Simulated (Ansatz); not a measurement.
# How the equilibrium lattice constant a of bcc Y (model structure) moves with the method

No measured value is used here.

```
level (code)           value (Å)
---------------------  ---------
LDA (Ansatz)               3.915
PBE (Ansatz)               4.044
rVV10 (Ansatz)             4.032
r²SCAN-D4 (Ansatz)         4.058
r²SCAN+rVV10 (Ansatz)          …
```

What belongs in the gaps?


- r²SCAN+rVV10 (Ansatz, an electronic-structure program), value (Å): 4.052

The crystal itself was run without spin with LDA, PBE, rVV10, r²SCAN-D4, r²SCAN+rVV10; a magnetic state was not tried in these runs. Ansatz's density-functional and Hartree–Fock values are scalar-relativistic unless marked +SOC, with PAW data made under PBE.

A model structure was made by putting elements into a prototype or built by hand; it is no filed structure, need not be a known phase, and can be a saddle point held by its symmetry.
